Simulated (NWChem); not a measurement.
**One shape, several levels: BNH2Cl (SMILES N[B]Cl)**

Wanted: a comparison of 3 runs (UHF/SBKJC-VDZ, UPBE-QIDH/jorge-DZP, U-mPW1K/aug-pcseg-1) of BNH2Cl. 

The results are computed with NWChem 7.3.0.

1 further run of the same task is left out (it didn't finish).

## Step 1: The system as given

BNH2Cl: 5 atoms, total charge 0, spin state doublet. SMILES: `N[B]Cl`. The shape is that of a PBE0-D4/def2-TZVP optimisation. This is one conformer, not always the lowest.

Bond lengths: N1–B2 1.376 Å, B2–Cl3 1.746 Å, N1–H4 1.005 Å, N1–H5 1.010 Å. Angles: N1–B2–Cl3 124.3°, B2–N1–H4 122.3°, B2–N1–H5 123.4°, H4–N1–H5 114.3°.

## Step 2: The response to a field at UHF/SBKJC-VDZ (core potential) (run 1)

Contents of bclh2n.nw:

```
start bclh2n
title "BClH2N polarizability"
memory 2200 mb
charge 0

geometry units angstroms noautosym nocenter
  zmatrix
    N
    B 1 r2
    Cl 2 r3 1 a3
    H 1 r4 2 a4 3 d4
    H 1 r5 4 a5 2 d5
  variables
    r2 1.376407
    r3 1.745904
    a3 124.34686
    r4 1.005235
    a4 122.25328
    d4 179.98145
    r5 1.010444
    a5 114.34434
    d5 179.99344
  end
end

basis spherical
  * library "sbkjc vdz ecp"
end

ecp
  N library "sbkjc ecp"
  B library "sbkjc ecp"
  Cl library "sbkjc ecp"
end

scf
  nopen 1
  uhf
end

property
  response 1 0
end

task scf property
```

Run with:

```console
$ nwchem bclh2n.nw > bclh2n.out
```

The program printed:

```text
[...]
  functions       =    28
[...]
  wavefunction    = UHF
[...]
         Total SCF energy =    -28.200318669507
      One electron energy =   -100.851560814088
      Two electron energy =     44.504147063792
 Nuclear repulsion energy =     28.147095080789
                       Sz =      0.5000
                 Sz(Sz+1) =      0.7500
                      S^2 =      0.7574
[...]
 Anisotropic =      16.2177619
[...]
```

Wall time 2 s (1 thread of Intel Xeon at 2.60GHz (Ice Lake), shared host); peak memory 0.11 GiB.

## Step 3: The energy at UPBE-QIDH/jorge-DZP (run 2)

Contents of a.nw:

```
START a
memory 2200 mb
GEOMETRY units angstrom noautosym nocenter noautoz
N       -0.334000       0.412100      -0.256700
B       -0.098400      -0.544600       0.704400
Cl       1.343200      -1.526200       0.784600
H       -1.176700       0.959900      -0.273100
H        0.315800       0.625100      -1.000600
END
BASIS spherical bse
N library jorge-DZP
B library jorge-DZP
Cl library jorge-DZP
H library jorge-DZP
END
DFT
xc hfexch 0.693 xpbe96 0.307 cpbe96 0.667 mp2 0.333
dftmp2 semidirect
mult 2
grid fine
maxiter 150
noprint "final vectors analysis"
END
MP2
freeze core 7
END
TASK dft energy
```

Run with:

```console
$ nwchem a.nw > a.out
```

The program printed:

```text
[...]
          Wavefunction type:  spin polarized.
          No. of atoms     :     5
          No. of electrons :    31
[...]
          Charge           :     0
          Spin multiplicity:     2
[...]
          AO basis - number of functions:    64
[...]
              XC Information
              --------------
                     Hartree-Fock (Exact) Exchange  0.693
          PerdewBurkeErnzerhof Exchange Functional  0.307
            Perdew 1991 LDA Correlation Functional  1.000 local
           PerdewBurkeErnz. Correlation Functional  0.667 non-local
[...]
 d= 0,ls=0.0,diis     1   -541.2014864277 -6.19D+02  7.33D-03  1.30D-01     1.1
[...]
 d= 0,ls=0.0,diis    10   -541.2541487769 -1.73D-07  1.39D-06  2.40D-09     8.4
[...]
         Total DFT energy =     -541.254148776861
      One electron energy =     -898.254650465500
           Coulomb energy =      319.635380102705
    Exchange-Corr. energy =      -40.252960134643
 Nuclear repulsion energy =       77.618081720576
[...]
      <S2> =      0.7535 (Exact =     0.7500)
[...]
  Basis functions       =     64
[...]
```

It took 11 s on 1 thread of Intel Xeon at 2.60GHz (Ice Lake), shared host; peak memory 0.14 GiB.

## Step 4: The polarisability at U-mPW1K/aug-pcseg-1 (run 3)

Contents of bclh2n.nw:

```
start bclh2n
title "BClH2N mPW1K"
memory 2200 mb
charge 0
geometry units angstroms noautosym nocenter noautoz
N       -0.334000       0.412100      -0.256700
B       -0.098400      -0.544600       0.704400
Cl       1.343200      -1.526200       0.784600
H       -1.176700       0.959900      -0.273100
H        0.315800       0.625100      -1.000600
end
basis spherical
* library aug-pcseg-1
end
dft
xc mpw1k
mult 2
grid coarse
convergence energy 1e-08
maxiter 100
end
property
response 1 0.0428
end
task dft property
```

Run with:

```console
$ nwchem bclh2n.nw > bclh2n.out
```

The program printed:

```text
[...]
          Wavefunction type:  spin polarized.
          No. of atoms     :     5
          No. of electrons :    31
[...]
          Charge           :     0
          Spin multiplicity:     2
[...]
          AO basis - number of functions:    91
[...]
              XC Information
              --------------
                        MPW1K Method XC Functional
                     Hartree-Fock (Exact) Exchange  0.428
                        mPW91  Exchange Functional  0.572
                Perdew 1991 Correlation Functional  1.000 non-local
            Perdew 1991 LDA Correlation Functional  1.000 local
[...]
 d= 0,ls=0.0,diis     1   -540.9306807081 -6.19D+02  7.03D-03  8.44D-02     1.4
[...]
 d= 0,ls=0.0,diis    12   -540.9852806952 -9.04D-10  2.08D-07  1.21D-10    13.3
[...]
         Total DFT energy =     -540.985280695188
      One electron energy =     -898.131678286062
           Coulomb energy =      319.515754120653
    Exchange-Corr. energy =      -39.987438250355
 Nuclear repulsion energy =       77.618081720576
[...]
      <S2> =      0.7538 (Exact =     0.7500)
[...]
 Anisotropic =      15.2503996
[...]
```

Wall time 87 s (1 thread of Intel Xeon at 2.60GHz (Ice Lake), shared host); peak memory 0.12 GiB.

## Step 5: The series

```tsv
run	level	task	core potential	energy (Eh)	dipole moment (D)	HOMO energy (eV)	LUMO energy (eV)	wall time
1	UHF/SBKJC-VDZ (core potential)	polarizability	sbkjc ecp	-28.200319	3.55	-9.41	2.55	2 s
2	UPBE-QIDH/jorge-DZP	energy	–	-541.394886	2.89	–	–	11 s
3	U-mPW1K/aug-pcseg-1	polarizability	–	-540.985281	2.68	-6.96	-0.89	87 s
```

## Step 6: Outcome

```
                                   quantity          value
                        run 3: total energy  -540.98528 Eh
                       run 3: dipole moment         2.68 D
  run 3: HOMO energy (highest over α and β)       -6.96 eV
   run 3: LUMO energy (lowest over α and β)       -0.89 eV
                                run 3: ⟨S²⟩          0.754
run 3: mean polarisability at ω = 0.0428 Eh     39.7 bohr³
```

What this shows: The dipole moment (its size) runs from 2.68 D (U-mPW1K/aug-pcseg-1) to 3.55 D (UHF/SBKJC-VDZ). The two ends differ in method and basis and core potential. Totals of different functionals can't be ranked against each other. Some runs of one species differ in core potentials or relativity; totals across that change don't compare. All runs together took 100 s, the longest 87 s.
